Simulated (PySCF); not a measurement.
tetrafluoromethane (CF₄), SMILES FC(F)(F)F.

The structure is a stationary point at B3LYP-D3(BJ)/def2-SVP.

All values below come from SMD-B3LYP/6-31G* run with PySCF.

Solvation free energies are E(SMD) − E(gas) at the gas-phase geometry, for 1 M in both phases. In vacuum the dipole moment is 0.00 D.

Task: Rank water, ethanol, tetrahydrofuran by solvation free energy, most negative first.

Result: ethanol (0.8 kcal/mol), tetrahydrofuran (1.2 kcal/mol), water (3.4 kcal/mol)
